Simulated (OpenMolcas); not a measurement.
**[B2H7]− at 4 levels**

Wanted: a comparison of 4 runs (HF/def2-SVP, BPW91/6-31+G*, N12/6-311++G(2d,2p), ACPF/3-21G) of [B2H7]−. 

The calculation is run with OpenMolcas 26.06.

8 further runs of the same task are left out: 2 that didn't finish, 6 set aside as unsound or not needed.

**1. Starting point**

The species is [B2H7]− (9 atoms), meant as a singlet with charge -1. The coordinates come from a GFN2-xTB relaxation.

Bond lengths: B1–H2 1.320 Å, H2–B3 1.317 Å, B1–H4 1.200 Å, B1–H5 1.200 Å, B1–H6 1.200 Å, B3–H7 1.200 Å, B3–H8 1.200 Å, B3–H9 1.200 Å. Some angles: B1–H2–B3 179.7°, H2–B1–H4 106.0°, H2–B1–H5 106.1°, H2–B1–H6 106.1°, H4–B1–H5 112.6°, H4–B1–H6 112.6°, H5–B1–H6 112.7°, H2–B3–H7 106.1°, H2–B3–H8 106.1°, H2–B3–H9 106.2°.

**2. Energy and forces at HF/def2-SVP (run 1)**

Input file mol.inp:

```
&GATEWAY
 BasLib = $CurrDir
 Coord
 9
 angstrom
 B        0.998980       0.432440      -0.745020
 H       -0.001410       0.003060       0.001110
 B       -0.997930      -0.431900       0.744300
 H        0.693930       1.535020      -1.106020
 H        1.967190       0.430160      -0.036430
 H        1.091060      -0.342710      -1.656210
 H       -1.902880      -0.657850      -0.011110
 H       -1.250220       0.453020       1.515040
 H       -0.598710      -1.421240       1.294350
 Basis = def2-SVP
 Group = NoSym

&SEWARD

&SCF
 Charge = -1
 Thresholds = 1e-10 1e-07 1e-07 1e-05
 PrOrbitals = 0

&ALASKA
```

The basis set def2-SVP is read from a file made from the Basis Set Exchange's data (not shown).

Command:

```sh
$ export MOLCAS_MEM=1860
$ pymolcas mol.inp > mol.log
```

What it wrote:

```text
--- Start Module: gateway ---
[...]
--- Stop Module: gateway /rc=_RC_ALL_IS_WELL_ ---
[...]
      Basis functions           63
[...]
--- Start Module: scf ---
[...]
       Convergence after  12 Iterations
[...]
::    Total SCF energy                                -53.3623888331
[...]
      Total spin, S                                     0.0000000000
[...]
      Total electronic charge=   18.000000
      Total            charge=   -1.000000
[...]
      Dipole Moment (debye):
      Origin of the operator (angstrom)=    0.0004    0.0002   -0.0002
                   X=  1.4121E-02               Y=  8.0698E-03               Z= -1.0493E-02           Total=  1.9355E-02
      Center of Charge (angstrom)
[...]
 *              Molecular gradients               *
 **************************************************
  Irreducible representation: a
 ------------------------------------------------------------------------------------------
                              X                       Y                       Z
 ------------------------------------------------------------------------------------------
  B1               -1.80472091987027E-03   -6.51543601838001E-04    1.31954907164211E-03
  H2               -3.44294784982122E-04   -2.02979107841962E-04    2.04491041853492E-04
  B3                2.25448857935495E-03    1.04477997744068E-03   -1.69618648678804E-03
  H4                6.36714688096865E-03   -1.03753029238884E-02    1.59406542513063E-03
  H5               -7.12161971968017E-03    1.31192144086542E-03   -9.77252368222981E-03
  H6                2.03504482846528E-03    9.52436921640221E-03    7.24383442955312E-03
  H7                6.38500563160682E-03    9.29430130018616E-04    1.01432403675668E-02
  H8               -5.07064603093355E-04   -1.05817678051450E-02   -5.71443860468457E-03
[...]
```

Wall time 3.3 s (1 thread of Arm Neoverse V2, shared host); peak memory 0.4 GiB.

**3. Energy and forces at BPW91/6-31+G(d) (RICD fitting, spherical functions, PCM dichloroethane) (run 2)**

Input file run.inp:

```
&GATEWAY
 BASLIB = $CurrDir
 COORD
 9
 bohr
 B      1.88779860     0.81719317    -1.40788376
 H     -0.00266451     0.00578256     0.00209760
 B     -1.88581439    -0.81617271     1.40652315
 H      1.31133765     2.90076740    -2.09007489
 H      3.71745034     0.81288459    -0.06884272
 H      2.06180459    -0.64762804    -3.12978330
 H     -3.59592205    -1.24315633    -0.02099486
 H     -2.36257340     0.85608373     2.86301067
 H     -1.13139793    -2.68575436     2.44596701
 BASIS = 6-31pGs
 GROUP = NoSym
 RICD
 RF-INPUT
 PCM-Model
 Solvent=dichloroethane
 End of RF-Input

&SEWARD

&SCF
 CHARGE = -1
 KSDFT = 2
 1.0 GGA_X_B88
 1.0 GGA_C_PW91
 PRORBITALS = 1 1

&ALASKA
```

The basis set 6-31+G* is read from a file made from the Basis Set Exchange's data (not shown).

Command:

```sh
$ export MOLCAS_MEM=1860
$ pymolcas run.inp > run.log
```

What it wrote:

```text
--- Start Module: gateway ---
[...]
--- Stop Module: gateway /rc=_RC_ALL_IS_WELL_ ---
[...]
      Basis functions           50
[...]
--- Start Module: scf ---
[...]
       Convergence after  14 Iterations
[...]
::    Total KS-DFT energy                             -53.9714811874
[...]
      Total spin, S                                     0.0000000000
[...]
      Total electronic charge=   18.000000
      Total            charge=   -1.000000
[...]
      Dipole Moment (debye):
      Origin of the operator (angstrom)=    0.0004    0.0002   -0.0002
                   X=  1.2194E-02               Y=  7.7474E-03               Z= -3.9699E-03           Total=  1.4982E-02
      Center of Charge (angstrom)
[...]
 *              Molecular gradients               *
 **************************************************
  Irreducible representation: a
 ------------------------------------------------------------------------------------------
                              X                       Y                       Z
 ------------------------------------------------------------------------------------------
  B1               -1.25797427197893E-03   -5.17913954471927E-04    9.51179497690524E-04
  H2               -3.62362694561585E-04   -2.19877968505327E-04    2.37076811494655E-04
  B3                1.75377903821428E-03    7.73447222759516E-04   -1.22033774716390E-03
  H4                6.27011673858430E-03   -8.14611743539762E-03    4.79856829384340E-04
  H5               -5.09106189076713E-03    1.54625785879589E-03   -8.84955611730809E-03
  H6                2.67313610942066E-03    8.36098222833770E-03    5.28319778305986E-03
  H7                4.31319637863203E-03    4.17206331248088E-04    9.08056082588016E-03
  H8               -1.37966960478153E-03   -9.22063829189534E-03   -4.04068182336381E-03
[...]
```

It took 7.5 s on 1 thread of Arm Neoverse V2, shared host.

Run 3 isn't shown in full; the table further down has it.

**4. The energy at ACPF/3-21G (run 4)**

Input file geom.xyz:

```xyz
9

B      0.998980     0.432440    -0.745020
H     -0.001410     0.003060     0.001110
B     -0.997930    -0.431900     0.744300
H      0.693930     1.535020    -1.106020
H      1.967190     0.430160    -0.036430
H      1.091060    -0.342710    -1.656210
H     -1.902880    -0.657850    -0.011110
H     -1.250220     0.453020     1.515040
H     -0.598710    -1.421240     1.294350
```

Input file run.inp:

```
* B2H7 ACPF
&GATEWAY
Coord
geom.xyz
Basis
3-21G
Group
NoSym
&SEWARD
&SCF
Charge
-1
Iterations
72
Core
PrOrbitals
1 2
&MOTRA
Frozen
0
&GUGA
Electrons
18
Spin
1
Inactive
9
Active
0
CIAll
1
&CPF
ACPF
```

Command:

```sh
$ export MOLCAS_MEM=300
$ pymolcas run.inp > run.log
```

What it wrote:

```text
--- Start Module: gateway ---
[...]
--- Stop Module: gateway /rc=_RC_ALL_IS_WELL_ ---
[...]
      Basis functions           32
[...]
       Convergence after  11 Iterations
[...]
::    Total SCF energy                                -53.0940148837
[...]
      Total spin, S                                     0.0000000000
[...]
      *** WARNING: Default frozen orbitals is overwritten by user input.
      *** Default values:   2
[...]
--- Start Module: guga ---
[...]
--- Stop Module: guga /rc=_RC_ALL_IS_WELL_ ---
--- Start Module: cpf ---
[...]
      Active orbitals                            0       0
[...]
      Spin quantum number                      0.0
[...]
     FINAL ACPF ENERGY         -53.27647092
     FINAL CORRELATION ENERGY   -0.18245604  REFERENCE ENERGY     -53.09401488
[...]
      Title:  ACPF natural orbitals
[...]
      Total electronic charge=   18.000000
      Total            charge=   -1.000000
[...]
      Dipole Moment (debye):
      Origin of the operator (angstrom)=    0.0004    0.0002   -0.0002
                   X=  1.1302E-02               Y=  6.7146E-03               Z= -8.3533E-03           Total=  1.5576E-02
      Quadrupole Moment (debye*angstrom):
[...]
--- Stop Module: cpf /rc=_RC_ALL_IS_WELL_ ---
[...]
```

Wall time 1.8 s (1 thread of Arm Neoverse V2, shared host).

**5. All runs side by side**

```csv
run,level,integral approximation,SCF convergence threshold,energy (Eh),HOMO energy (eV),LUMO energy (eV),HOMO–LUMO gap (eV),wall time
1,HF/def2-SVP,none,1e-10,-53.362389,-6.80,9.55,16.34,3.3 s
2,"BPW91/6-31+G* (RICD fitting, spherical functions, PCM dichloroethane)",RICD,–,-53.971481,-6.40,0.01,6.42,7.5 s
3,"N12/6-311++G(2d,2p)",none,–,-53.922660,-1.97,3.01,4.98,26 s
4,ACPF/3-21G,none,–,-53.276471,-6.63,10.08,16.71,1.8 s
```

**6. Outcome**

| quantity | value |
| --- | --- |
| run 4: total energy | -53.27647 Eh |
| run 4: HOMO energy (Hartree–Fock orbitals) | -6.63 eV |
| run 4: LUMO energy (Hartree–Fock orbitals) | 10.08 eV |
| run 4: HOMO–LUMO gap (to an unbound level, set by the basis) | 16.71 eV |
| run 4: correlation energy | -182.5 mEh |

**Reading.** Over runs 1, 2, 3 the HOMO–LUMO gap runs from 4.98 eV (N12/6-311++G(2d,2p)) to 16.34 eV (HF/def2-SVP). The two ends differ in method and basis. The empty levels of an anion lie above zero and hang on the basis. Totals of different functionals can't be ranked against each other. All runs together took 39 s, the longest 26 s.
